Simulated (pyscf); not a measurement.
# Four-centre exchange: F–B(F)–F (SMILES FB(F)F) + SiH₄ (SMILES [SiH4]) -> F–SiH₃ (SMILES F[SiH3]) + F–BH–F (SMILES FBF)

Gas phase, singlet surface, charge 0. Bonds broken: F1–B2, Si5–H6. Bonds formed: F1–Si5, B2–H6. Single points on ωB97X-D3(BJ)/def2-SVP structures (PySCF, gas phase).

Transition state (Å):

```xyz
9

F     -0.4743     1.4796    -0.0863
B      0.7994     0.6780    -0.1309
F      1.8239     1.4088     0.3363
F      0.9317     0.0627    -1.3138
Si    -1.1565     0.2841     1.2769
H      0.4366    -0.1982     0.7958
H     -1.8798    -0.6693     0.4093
H     -0.7254    -0.3583     2.5527
H     -1.9709     1.4535     1.6989
```

One imaginary mode, 363i cm⁻¹; descent along it reached the two sides named.

| bond | change | reactant side (Å) | saddle | product side |
|---|---|---|---|---|
| F1–B2 | breaks | 1.320 | 1.506 | 2.345 |
| Si5–H6 | breaks | 1.494 | 1.733 | 3.2 |
| F1–Si5 | forms | 3.2 | 1.937 | 1.646 |
| B2–H6 | forms | 2.560 | 1.326 | 1.205 |

Electronic energies relative to the separated reactants (kJ/mol):

```csv
level,barrier,reaction energy,reverse barrier
ωB97X-D3(BJ)/def2-TZVP,101.8,+10.6,91.2
PBE/def2-TZVP,95.3,+16.4,78.9
r²SCAN/def2-TZVP,97.2,+17.3,80.0
B3LYP-D3(BJ)/def2-TZVP,110.7,+11.2,99.5
PBE0-D3(BJ)/def2-TZVP,98.7,+19.1,79.6
M06-2X/def2-TZVP,106.4,+12.8,93.6
ωB97M-D3(BJ)/def2-TZVP,106.0,+13.0,93.0
HF/def2-TZVP,174.4,+14.6,159.7
```

With ωB97M-D3(BJ)/def2-TZVP energies and thermal terms (ideal gas, 1 atm, RRHO with modes under 100 cm⁻¹ raised to 100, one conformer, R ln 2 for rigid chiral ones), in kJ/mol:

| T (K) | ΔH‡ | ΔG‡ | ΔH | ΔG |
|---|---|---|---|---|
| 298 | 112.6 | 153.3 | +17.1 | +10.0 |
| 600 | 113.1 | 194.5 | +16.3 | +3.2 |
| 900 | 114.8 | 234.8 | +15.9 | -3.3 |
| 1200 | 117.0 | 274.5 | +15.4 | -9.6 |

This is the saddle that the search found; another between the same sides may lie lower.
